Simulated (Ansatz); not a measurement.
Antiferromagnetic (type II) rock-salt MnS

These are LDA (Ansatz, a first-principles code, plane waves, PAW) values and carry that method's errors.

Numerical settings: plane-wave cutoff 520 eV, 10×10×10 k mesh, Fermi–Dirac smearing 0.01 eV, spin-polarised with opposed moments, scalar-relativistic PAW data made under PBE.

Cell: measured lattice: a = b = c = 5.224 Å, α = β = γ = 90.00°.

```yaml
band_gap: 0.54 eV (indirect)
smallest_direct_gap_on_the_k_points_sampled: 0.92 eV
"Γ–Γ gap": 2.20 eV
magnetic moment (largest site, within a sphere): 4.09 μB
```

Note: cell and atoms aren't relaxed at this level (pressure -11.2 GPa).

Moments are spin moments.

Computed values are for the static lattice.
